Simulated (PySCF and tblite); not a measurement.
Values are calculated unless marked as measured or tabulated.
C₄H₈O, numbered as in [CH3:1][CH2:2][CH2:3][CH:4]=[O:5]. Conformer-averaged GIAO shifts at 298.15 K against TMS at the same level, unscaled (PySCF, tblite), from 4 protocols:

A: shieldings wB97X-D/pcSseg-1 (IEF-PCM, chloroform); weights PBE0-D3(BJ)/def2-TZVP (IEF-PCM, chloroform) // PBE0-D3(BJ)/def2-SVP; 5 conformers.
B: shieldings CAM-B3LYP/pcSseg-1 (IEF-PCM, chloroform); weights r2SCAN-D3(BJ)/def2-TZVP (IEF-PCM, chloroform) // GFN2-xTB; 4 conformers.
C: shieldings B97-2/pcSseg-1 (IEF-PCM, chloroform); weights CAM-B3LYP-D3(BJ)/def2-TZVP (IEF-PCM, chloroform) // GFN2-xTB; 4 conformers.
D: shieldings PBE0/pcSseg-1; weights PBE0-D3(BJ)/def2-TZVP // PBE0-D3(BJ)/def2-SVP; 5 conformers.

```json
{"signal": "H1", "measured (ppm)": "0.97", "A": "0.99", "B": "1.03", "C": "1.03", "D": "0.99"}
{"signal": "H2", "measured (ppm)": "1.64", "A": "1.46", "B": "1.65", "C": "1.67", "D": "1.50"}
{"signal": "H3", "measured (ppm)": "2.37", "A": "2.32", "B": "2.46", "C": "2.46", "D": "2.18"}
{"signal": "C1", "measured (ppm)": "13.3", "A": "15.5", "B": "16.1", "C": "16.7", "D": "15.1"}
{"signal": "C2", "measured (ppm)": "15.7", "A": "17.9", "B": "19.9", "C": "20.6", "D": "17.8"}
{"signal": "C3", "measured (ppm)": "45.7", "A": "49.8", "B": "52.6", "C": "50.9", "D": "49.6"}
```

Measured: Pretsch, Buehlmann, Badertscher, Structure Determination of Organic Compounds, 4th ed. (2009); solvent: not stated per compound (mostly CDCl3 or CCl4).

**Question.** Which protocol comes closest to experiment?

**Answer.** For ¹³C protocol D has the smallest mean absolute error, but the gap to the next is too small to matter. For ¹H protocol B has the smallest mean absolute error, but the gap to the next is too small to matter.
```json
{"nucleus": "¹³C", "ppm": "mean absolute error", "A": "2.8", "B": "4.6", "C": "4.5", "D": "2.6"}
{"nucleus": "¹³C", "ppm": "scatter about the mean error", "A": "0.9", "B": "1.7", "C": "0.8", "D": "0.9"}
{"nucleus": "¹H", "ppm": "mean absolute error", "A": "0.08", "B": "0.05", "C": "0.06", "D": "0.12"}
{"nucleus": "¹H", "ppm": "scatter about the mean error", "A": "0.08", "B": "0.03", "C": "0.02", "D": "0.09"}
```

For scale, the study of CCCC=O took 3.1 min on 1 thread of Arm Neoverse V2, on a host shared with other jobs (rough), launched as `OMP_NUM_THREADS=1 python ens_run.py task.json out`.
